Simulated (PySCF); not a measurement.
Calculation: PySCF with TPSSh-D3(BJ)/def2-TZVP // PBE0-D3(BJ)/def2-TZVP. All species are isolated molecules in the gas phase. 

Reference species (SMILES): `[CH3]` (neutral, multiplicity 2).

```yaml
highest_occupied_spin_orbital: -6.06 eV
```

Changed species: `[C]#N` (radical fragment; the reference has radical fragment).

### Question
Predict the effect on the highest occupied spin orbital.

### Answer
the highest occupied spin orbital decreases by 3.97 eV, to -10.03 eV.
